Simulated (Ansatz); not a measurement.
Elements on the sites of an ideal hcp lattice, at a guessed lattice constant:

```
CELL_PARAMETERS angstrom
4.21250 -2.43209 -4.49333
4.21250 -2.43209 4.49333
-1.40417 -7.29627 0.00000
ATOMIC_POSITIONS crystal
Rh 0.24167 0.49167 0.20000
Rh 0.04167 0.29167 0.00000
Rh 0.45833 0.20833 0.00000
Pd 0.05833 0.80833 0.60000
Pt 0.14167 0.39167 0.60000
Pt 0.94167 0.19167 0.40000
Pt 0.64167 0.89167 0.60000
Pt 0.44167 0.69167 0.40000
Pt 0.84167 0.09167 0.80000
Pt 0.74167 0.99167 0.20000
Pt 0.54167 0.79167 0.00000
Pt 0.34167 0.59167 0.80000
Pt 0.85833 0.60833 0.40000
Pt 0.55833 0.30833 0.60000
Pt 0.35833 0.10833 0.40000
Pt 0.15833 0.90833 0.20000
Pt 0.95833 0.70833 0.00000
Pt 0.75833 0.50833 0.80000
Pt 0.65833 0.40833 0.20000
Pt 0.25833 0.00833 0.80000
```

Cell and atoms were relaxed without symmetry on coarser meshes and computed once more. Level of theory: DFT r2SCAN, scalar-relativistic, plane waves, PAW (Ansatz 0.2.0).

Plane waves to 500 eV, a k mesh through Γ of 5×5×5 on the computed 20-atom cell and Gaussian smearing (0.10 eV); no spin polarisation.

The relaxation ran on 2×2×2 (shifted) k points with a smearing of 0.1 eV, from sites shaken by 0.02 Å.

Q: What does the relaxation give?

A: A volume of 15.13 Å³/atom and no gap on the mesh. It lies 0.01 eV/atom above the elements' standard states (static lattices, no corrections for gases). The atoms leave their sites by 0.41 Å (root mean square) and 0.44 Å at most, and the cell stretches by up to 13.1 % at fixed volume, so the lattice hasn't survived.

```xyz
20
Lattice="4.5435 -2.6334 -5.2243 3.6976 -2.1527 4.1712 -1.3432 -7.1267 -0.2581" Properties=species:S:1:pos:R:3 pbc="T T T"
Rh    2.2790   -2.8945    0.7613
Rh   -0.4105   -7.6669    0.7852
Rh    3.1980   -1.8720   -1.5625
Pd    2.8038   -6.3788    2.8659
Pt    0.9433   -5.2880    0.7711
Pt    4.1329   -5.5118   -4.1691
Pt    5.0591   -7.6804    0.2609
Pt    3.6604   -5.2967    0.5143
Pt    2.7580   -7.9186   -4.1681
Pt    6.4367   -5.2975    0.2670
Pt    5.0241   -2.9301    0.5177
Pt    2.2825   -7.7083    0.5033
Pt    5.9580   -6.6372   -2.1098
Pt    3.2077   -6.6308   -1.8275
Pt    1.8651   -4.1965   -1.5511
Pt    4.1818   -3.9948    2.8782
Pt    2.7810   -1.6451    3.1162
Pt    4.5937   -9.0053   -2.1119
Pt    4.5925   -4.2171   -1.8384
Pt    0.4892   -6.6053   -1.5547
```

The final mesh leaves forces up to 0.18 eV/Å and stresses up to 1.9 GPa: the relaxation ran on a coarser mesh, so the cell's shape, its bonds and its energy belong partly to that mesh.

Spin-orbit coupling is left out, which matters for the bands of heavy elements. Spin polarisation was left out, and a magnetic state may lie lower.

Cost: 2 runs of about 36 core-minutes in all (earlier runs that led there not counted), on Intel Xeon Platinum 8559C (Emerald Rapids) (shared hosts).